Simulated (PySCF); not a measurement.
Stepwise substitution at one centre (B Cl-Br). Isolated molecules, 0 K electronic values unless said otherwise. Strings in code marks are SMILES.

The HOMO from two functionals at the same geometries (PBE0-D4/def2-TZVP), both in PySCF: PBE-D3(BJ)/def2-TZVP and B3LYP-D3(BJ)/def2-TZVP. B3LYP has the VWN-RPA correlation part, as in Gaussian. 

```tsv
species	PBE-D3(BJ)/def2-TZVP (eV)	B3LYP-D3(BJ)/def2-TZVP (eV)
0 of 3 Cl replaced by Br	-7.65	-8.79
1 of 3 Cl replaced by Br (`ClB(Cl)Br`)	-7.31	-8.37
2 of 3 Cl replaced by Br	-7.13	-8.16
3 of 3 Cl replaced by Br (`BrB(Br)Br`)	-7.01	-8.02
```

Over these rows, drawn at random from the members with no instability flagged (it was tested for open shells, ions and some series alone), PBE minus B3LYP-D3(BJ): mean +1.06 eV, from +1.01 eV to +1.14 eV.
